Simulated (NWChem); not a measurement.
All runs are NWChem calculations. System: B, charge 0, spin multiplicity 2. Its SCF solution wasn't tested for a lower state. Level: ROCCSDT/cc-pVDZ, 1 core orbitals frozen.

The NWChem input:

```
start mol
memory heap 100 mb stack 700 mb global 1900 mb
geometry units angstroms nocenter noautoz
  B      0.000000     0.000000     0.000000
  symmetry group D2h
end
basis spherical
  * library cc-pvdz
end
scf
  rohf
  nopen 1
  maxiter 100
  thresh 1e-7
  semidirect memsize 60000000 filesize 0
  # guess.movecs holds the orbitals of an unrestricted PBE0 run
  vectors input guess.movecs output mol.movecs
end
tce
  freeze core 1
  ccsdt
  2eorb
  2emet 13
  thresh 1e-6
  maxiter 100
  tilesize 24
end
task tce energy
```

Output (cleaned and shortened):

```
             Northwest Computational Chemistry Package (NWChem) 7.3.0
             --------------------------------------------------------

                                NWChem Input Module
                                -------------------

 Scaling coordinates for geometry "geometry" by  1.889725989
 (inverse scale =  0.529177249)

                             Geometry "geometry" -> ""
                             -------------------------

 Output coordinates in angstroms (scale by  1.889725989 to convert to a.u.)

  No.       Tag          Charge          X              Y              Z
 ---- ---------------- ---------- -------------- -------------- --------------
    1 B                    5.0000     0.00000000     0.00000000     0.00000000

 Effective nuclear repulsion energy (a.u.)       0.0000000000

            Nuclear Dipole moment (a.u.)
            ----------------------------
        X                 Y               Z
 ---------------- ---------------- ----------------
     0.0000000000     0.0000000000     0.0000000000

      Symmetry information
      --------------------

 Group name             D2h
 Group number             26
 Group order               8
 No. of unique centers     1

      Symmetry unique atoms

     1


 Summary of "ao basis" -> "" (spherical)
 ------------------------------------------------------------------------------
       Tag                 Description            Shells   Functions and Types
 ---------------- ------------------------------  ------  ---------------------
 *                          cc-pvdz                   on all atoms

 Summary of "ao basis" -> "ao basis" (spherical)
 ------------------------------------------------------------------------------
       Tag                 Description            Shells   Functions and Types
 ---------------- ------------------------------  ------  ---------------------
 B                          cc-pvdz                  6       14   3s2p1d

                                 NWChem SCF Module
                                 -----------------

  ao basis        = "ao basis"
  functions       =    14
  atoms           =     1
  closed shells   =     2
  open shells     =     1
  charge          =   0.00
  wavefunction    = ROHF
  use symmetry    = T
  symmetry adapt  = T

 Summary of "ao basis" -> "ao basis" (spherical)
 ------------------------------------------------------------------------------
       Tag                 Description            Shells   Functions and Types
 ---------------- ------------------------------  ------  ---------------------
 B                          cc-pvdz                  6       14   3s2p1d

      Symmetry analysis of basis
      --------------------------

        ag          5
        au          0
        b1g         1
        b1u         2
        b2g         1
        b2u         2
        b3g         1
        b3u         2

 Forming initial guess at       0.1s

      Symmetry analysis of molecular orbitals - initial
      -------------------------------------------------

  Numbering of irreducible representations:

     1 ag          2 au          3 b1g         4 b1u         5 b2g
     6 b2u         7 b3g         8 b3u

  Orbital symmetries:

     1 ag          2 ag          3 b3u         4 b1u         5 b2u
     6 b3u         7 b1u         8 b2u         9 ag         10 b2g
    11 b1g        12 ag         13 ag

 Starting SCF solution at       0.1s

 ----------------------------------------------
         Quadratically convergent ROHF
[...]
 Vector    4  Occ=0.000000D+00  E= 6.001004D-02  Symmetry=b1u
              MO Center=  1.6D-36,  8.6D-37, -8.3D-24, r^2= 2.5D+00
   Bfn.  Coefficient  Atom+Function         Bfn.  Coefficient  Atom+Function
  ----- ------------  ---------------      ----- ------------  ---------------
     9      0.720203  1 B  pz                 6      0.405385  1 B  pz

 Vector    5  Occ=0.000000D+00  E= 6.001004D-02  Symmetry=b2u
              MO Center=  2.3D-37, -1.1D-23, -5.9D-37, r^2= 2.5D+00
   Bfn.  Coefficient  Atom+Function         Bfn.  Coefficient  Atom+Function
  ----- ------------  ---------------      ----- ------------  ---------------
     8      0.720203  1 B  py                 5      0.405385  1 B  py

 Vector    6  Occ=0.000000D+00  E= 4.660523D-01  Symmetry=b3u
              MO Center= -2.7D-19,  1.7D-23, -8.2D-23, r^2= 3.4D+00
   Bfn.  Coefficient  Atom+Function         Bfn.  Coefficient  Atom+Function
  ----- ------------  ---------------      ----- ------------  ---------------
     7     -1.089909  1 B  px                 4      0.994297  1 B  px

 center of mass
 --------------
 x =   0.00000000 y =   0.00000000 z =   0.00000000

 moments of inertia (a.u.)
 ------------------
           0.000000000000           0.000000000000           0.000000000000
           0.000000000000           0.000000000000           0.000000000000
           0.000000000000           0.000000000000           0.000000000000

  Mulliken analysis of the total density
  --------------------------------------

    Atom       Charge   Shell Charges
 -----------   ------   -------------------------------------------------------
    1 B    5     5.00   2.00  0.91  1.09  0.60  0.40  0.00

 Mulliken analysis of the open-shell density
 -------------------------------------------

    Atom       Charge   Shell Charges
 -----------   ------   -------------------------------------------------------
    1 B    5     1.00  -0.00 -0.00  0.00  0.60  0.40  0.00

       Multipole analysis of the density wrt the origin
       ------------------------------------------------

     L   x y z        total         open         nuclear
     -   - - -        -----         ----         -------
     0   0 0 0     -0.000000     -1.000000      5.000000

     1   1 0 0     -0.000000     -0.000000      0.000000
     1   0 1 0      0.000000      0.000000      0.000000
     1   0 0 1     -0.000000     -0.000000      0.000000

     2   2 0 0     -6.847182     -3.615021      0.000000
     2   1 1 0     -0.000000     -0.000000      0.000000
     2   1 0 1      0.000000      0.000000      0.000000
     2   0 2 0     -4.410609     -1.205007      0.000000
     2   0 1 1      0.000000      0.000000      0.000000
     2   0 0 2     -4.410609     -1.205007      0.000000

                   NWChem Extensible Many-Electron Theory Module
                   ---------------------------------------------


            General Information
            -------------------
      Number of processors :     1
         Wavefunction type : Restricted open-shell Hartree-Fock
          No. of electrons :     5
           Alpha electrons :     3
            Beta electrons :     2
           No. of orbitals :    28
            Alpha orbitals :    14
             Beta orbitals :    14
        Alpha frozen cores :     1
         Beta frozen cores :     1
     Alpha frozen virtuals :     0
      Beta frozen virtuals :     0
         Spin multiplicity : doublet
    Number of AO functions :    14
       Number of AO shells :     6
        Use of symmetry is : on
      Symmetry adaption is : on
         Schwarz screening : 0.10D-09

          Correlation Information
          -----------------------
          Calculation type : Coupled-cluster singles, doubles, & triples
   Perturbative correction : none
            Max iterations :      100
        Residual threshold : 0.10D-05
     T(0) DIIS level shift : 0.00D+00
     L(0) DIIS level shift : 0.00D+00
     T(1) DIIS level shift : 0.00D+00
     L(1) DIIS level shift : 0.00D+00
     T(R) DIIS level shift : 0.00D+00
     T(I) DIIS level shift : 0.00D+00
   CC-T/L Amplitude update :  5-th order DIIS
                I/O scheme : Global Array Library
        L-threshold :  0.10D-05
        EOM-threshold :  0.10D-05
 no EOMCCSD initial starts read in
 TCE RESTART OPTIONS
 SLICE:      F
 D4D5:       F
 quantumc:   F
 qrotation:  F
 pwtce:      F
 qducc:      F
 nacto:                         0
 nrotv:                         0
 nrot:                          0

            Memory Information
            ------------------
          Available GA space size is     249036408 doubles
          Available MA space size is     104856228 doubles

 Maximum block size supplied by input
 Maximum block size        24 doubles

 tile_dim =      3

 -------------------------------------------------

 Global array virtual files algorithm will be used

 Parallel file system coherency ......... OK

 4-electron integrals stored in orbital form

 v2    file size   =              882
 4-index algorithm nr.  13 is used
 imaxsize =       30
 imaxsize ichop =        0
 IN MAPPING 1 for UCC(4),CCSDT,CCSDTQ


 CCSDT iterations
 --------------------------------------------------------
 Iter          Residuum       Correlation     Cpu    Wall
 --------------------------------------------------------
    1   0.1025998874936  -0.0399726945138     0.9     0.9
    2   0.0569436186907  -0.0538505394351     1.0     1.0
    3   0.0271042395465  -0.0586544804297     0.9     0.9
    4   0.0135178580033  -0.0608075551692     1.0     1.0
    5   0.0070906067658  -0.0618905352833     1.0     1.0
    6   0.0003457309419  -0.0631668150871     1.0     1.0
    7   0.0000994110423  -0.0631655795841     1.0     1.0
    8   0.0000348342116  -0.0631659717109     1.0     1.0
    9   0.0000126739069  -0.0631662601504     1.0     1.0
   10   0.0000047980269  -0.0631664308998     0.9     0.9
   11   0.0000003697334  -0.0631666185036     0.9     0.9
 --------------------------------------------------------
 Iterations converged
 CCSDT correlation energy / hartree =        -0.063166618503606
 CCSDT total energy / hartree       =       -24.589757524483346

 Singles contributions

 Doubles contributions
     4b1u (alpha)     4b1u (beta ) ---     2ag  (alpha)     2ag  (beta )       -0.1350532462
     5b2u (alpha)     5b2u (beta ) ---     2ag  (alpha)     2ag  (beta )       -0.1350532462

 Task  times  cpu:       11.0s     wall:       11.0s

 Total times  cpu:       11.1s     wall:       11.1s
```
